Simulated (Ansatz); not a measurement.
# B2H7P: rigid torsion scan in Python

Wanted for B2H7P: a rigid torsion scan. SMILES: B[PH2+][BH3-].

Computed with the Python package of Ansatz 0.2.0. Level of theory: CAM-B3LYP/def2-SVP.

## 1. The system

Bond lengths: B1–P2 1.883 Å, P2–B3 1.893 Å, B1–H4 1.181 Å, B1–H5 1.181 Å, P2–H6 1.408 Å, P2–H7 1.408 Å, B3–H8 1.191 Å, B3–H9 1.191 Å, B3–H10 1.191 Å. Angles (14 of 15 angles, heavy atoms first): B1–P2–B3 109.5°, B1–P2–H6 109.4°, B1–P2–H7 109.5°, B3–P2–H6 109.4°, B3–P2–H7 109.4°, P2–B1–H4 120.0°, P2–B1–H5 120.0°, P2–B3–H8 109.5°, P2–B3–H9 109.4°, P2–B3–H10 109.5°, H6–P2–H7 109.6°, H4–B1–H5 120.1°, H8–B3–H9 109.5°, H8–B3–H10 109.5°.

The script holds or builds the structure itself.

## 2. Script

File b2h7p.py:

```python
"""Rigid torsion scan of B2H7P."""

import ansatz as az
from ase import Atoms

BASIS = "def2-SVP"
FUNCTIONAL = "cam_b3lyp"
FORCE_TOL = 0.02


def main() -> None:
    atoms = Atoms(["B", "P", "B", "H", "H", "H", "H", "H", "H", "H"], positions=[
        [1.6683, 0.3955, 0.2431],
        [0.1987, -0.4659, -0.5598],
        [-1.4003, 0.0947, 0.2845],
        [2.5171, -0.2432, 0.7589],
        [1.7365, 1.5745, 0.2364],
        [0.1488, -0.1317, -1.9262],
        [0.3382, -1.8596, -0.4205],
        [-1.3629, -0.1957, 1.4391],
        [-2.3295, -0.4438, -0.2302],
        [-1.5148, 1.2752, 0.1747],
    ])

    # start the scan from a relaxed geometry
    first = az.Crystal.molecule_from_ase(atoms).calculation()
    first = first.basis(gaussian=BASIS)
    first = first.functional(FUNCTIONAL)
    first = first.accuracy("medium")
    first = first.scf(lower_state_search="light")
    first = first.relax(force_tolerance=FORCE_TOL, max_steps=80)
    atoms.positions = first.run(threads=1).report["positions_ang"]

    start = atoms.get_dihedral(0, 1, 2, 7)
    energies = {}
    for turn in range(0, 121, 15):
        turned = atoms.copy()
        turned.set_dihedral(0, 1, 2, 7, start + turn, indices=[2, 7, 8, 9])
        model = (
            az.Crystal.molecule_from_ase(turned).calculation()
            .basis(gaussian=BASIS)
            .functional(FUNCTIONAL)
            .accuracy("medium")
            .scf(lower_state_search="light")
        )
        energies[round((start + turn) % 360)] = model.run(threads=1).report["free_energy_ev"]
    floor = min(energies.values())
    print("dihedral B0-P1-B2-H7 (deg)   E - E(min) (eV)")
    for angle, e in sorted(energies.items()):
        print(f"{angle:8d} {(e - floor):14.3f}  " + "#" * int(30 * (e - floor) / max(max(energies.values()) - floor, 1e-9)))


if __name__ == "__main__":
    main()
```

## 3. The input behind the calls

The engine receives this input (first run):

```yaml
crystal:
  periodic: [false, false, false]
  atoms:
    - { symbol: B, position_ang: [1.6683, 0.3955, 0.2431] }
    - { symbol: P, position_ang: [0.1987, -0.4659, -0.5598] }
    - { symbol: B, position_ang: [-1.4003, 0.0947, 0.2845] }
    - { symbol: H, position_ang: [2.5171, -0.2432, 0.7589] }
    - { symbol: H, position_ang: [1.7365, 1.5745, 0.2364] }
    - { symbol: H, position_ang: [0.1488, -0.1317, -1.9262] }
    - { symbol: H, position_ang: [0.3382, -1.8596, -0.4205] }
    - { symbol: H, position_ang: [-1.3629, -0.1957, 1.4391] }
    - { symbol: H, position_ang: [-2.3295, -0.4438, -0.2302] }
    - { symbol: H, position_ang: [-1.5148, 1.2752, 0.1747] }
accuracy: medium
basis:
  gaussian:
    orbitals: def2-SVP
hamiltonian:
  xc: cam_b3lyp
scf:
  lower_state_search: light
relax:
  f_tol: 0.02
  max_steps: 80
```

## 4. Running it

Command:

```
$ python b2h7p.py
```

The log of the run:

```text
dihedral B0-P1-B2-H7 (deg)   E - E(min) (eV)
       1          0.061  ##############################
      16          0.051  #########################
      31          0.029  ##############
      46          0.008  ####
      61          0.000
     301          0.000
     316          0.010  ####
     331          0.031  ###############
     346          0.052  #########################
```

Wall time 73 s (1 thread of AMD EPYC 7R43 (Zen 3), shared host); peak memory 0.25 GiB.

Lines on the test bed's own set-up are left out of the output.

## 5. The relaxation of run 0, step by step

The steps of the relaxation:

```csv
step,energy from step 1 (eV),largest force component (eV/Å)
1,0.0000,0.8666
2,-0.2111,0.8136
3,-0.2393,0.5577
4,-0.2699,0.2126
5,-0.2852,0.1167
6,-0.2871,0.0281
7,-0.2875,0.0090
```

Step 1 is the start.

Before: Bond lengths: B1–P2 1.883 Å, P2–B3 1.893 Å, B1–H4 1.181 Å, B1–H5 1.181 Å, P2–H6 1.408 Å, P2–H7 1.408 Å, B3–H8 1.191 Å, B3–H9 1.191 Å, B3–H10 1.191 Å. Angles (14 of 15 angles, heavy atoms first): B1–P2–B3 109.5°, B1–P2–H6 109.4°, B1–P2–H7 109.5°, B3–P2–H6 109.4°, B3–P2–H7 109.4°, P2–B1–H4 120.0°, P2–B1–H5 120.0°, P2–B3–H8 109.5°, P2–B3–H9 109.4°, P2–B3–H10 109.5°, H6–P2–H7 109.6°, H4–B1–H5 120.1°, H8–B3–H9 109.5°, H8–B3–H10 109.5°.

After: Bond lengths: B1–P2 1.901 Å, P2–B3 1.987 Å, B1–H4 1.200 Å, B1–H5 1.199 Å, P2–H6 1.411 Å, P2–H7 1.411 Å, B3–H8 1.217 Å, B3–H9 1.216 Å, B3–H10 1.216 Å. Angles (14 of 15 angles, heavy atoms first): B1–P2–B3 110.2°, B1–P2–H6 107.2°, B1–P2–H7 107.1°, B3–P2–H6 114.9°, B3–P2–H7 115.0°, P2–B1–H4 119.1°, P2–B1–H5 119.0°, P2–B3–H8 103.6°, P2–B3–H9 103.0°, P2–B3–H10 103.5°, H6–P2–H7 101.7°, H4–B1–H5 121.7°, H8–B3–H9 114.8°, H8–B3–H10 114.8°.

Run 0 is this relaxation; the runs after it count from 1.

## 6. What each run gave

One row for each of the 9 runs:

```tsv
run	turn (°)	energy from run 1 (eV)	SCF cycles	CPU time (s)
1	0	0.0000	15	3
2	15	0.0096	15	2.7
3	30	0.0314	15	3.5
4	45	0.0525	15	3.5
5	60	0.0606	15	3.1
6	75	0.0511	15	3
7	90	0.0295	15	3.4
8	105	0.0083	15	3.8
9	120	0.0002	15	3.7
```

## 7. Outcome

| quantity | value |
| --- | --- |
| runs compared | 9 |
| range of energy | 0.061 eV |
| lowest point, turn (°) | 0 |

What this shows: The lowest point lies at a turn of 0°, the highest 0.061 eV (5.8 kJ/mol) above it at 60°. The grid can miss the true lowest and highest points, and the rest of the molecule is held rigid. Run 0: After 6 moves the largest shift is 0.480 Å, of atom 4 (H). The scan is rigid and the energies are electronic, in a modest basis. With rigid groups the curve can differ much from the relaxed path, the start wasn't checked as a minimum of this torsion, and equivalent turns needn't return to the same energy.
